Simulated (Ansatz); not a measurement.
# C2H3F3: the cost of one run

All numbers below are computed with Ansatz 0.2.0 (RKS PBE0-D4/def2-mTZVP).

**1. The structure to begin with**

Bond lengths: C1–C2 1.479 Å, C2–F3 1.318 Å, C2–F4 1.338 Å, C2–F5 1.349 Å, C1–H6 1.104 Å, C1–H7 1.050 Å, C1–H8 1.134 Å. Angles: C1–C2–F3 108.5°, C1–C2–F4 114.5°, C1–C2–F5 113.5°, F3–C2–F4 105.3°, F3–C2–F5 108.3°, F4–C2–F5 106.3°, C2–C1–H6 111.7°, C2–C1–H7 113.6°, C2–C1–H8 106.8°, H6–C1–H7 111.3°, H6–C1–H8 103.2°, H7–C1–H8 109.5°.

As a file:

```xyz
8

C    -0.5761   -0.1824    0.4820
C     0.5483    0.1100   -0.4340
F     1.6515   -0.3936    0.0833
F     0.4383   -0.4499   -1.6439
F     0.7418    1.4282   -0.6433
H    -0.4666    0.3455    1.4453
H    -0.7447   -1.2085    0.6263
H    -1.5003    0.2935    0.0284
```

**2. End point A**

Input file input.yaml:

```yaml
crystal:
  periodic: [false, false, false]
  atoms:
    - { symbol: C, position_ang: [-0.5761, -0.1824, 0.482] }
    - { symbol: C, position_ang: [0.5483, 0.11, -0.434] }
    - { symbol: F, position_ang: [1.6515, -0.3936, 0.0833] }
    - { symbol: F, position_ang: [0.4383, -0.4499, -1.6439] }
    - { symbol: F, position_ang: [0.7418, 1.4282, -0.6433] }
    - { symbol: H, position_ang: [-0.4666, 0.3455, 1.4453] }
    - { symbol: H, position_ang: [-0.7447, -1.2085, 0.6263] }
    - { symbol: H, position_ang: [-1.5003, 0.2935, 0.0284] }
basis:
  gaussian: { orbitals: def2-mTZVP }
hamiltonian:
  xc: pbe0
  dispersion: d4
relax:
  f_tol: 0.015
  max_steps: 40
```

On the command line:

```bash
ansatz run input.yaml --threads 2 --pin off --max-ram 3072MiB --backend cpu --events-out ev --progress --plain --runs-dir out
```

**Question.** How long does this run take on 2 threads of Arm Neoverse N1, shared host, and how much memory does it need?

About 17 s, with a peak of 0.19 GiB.
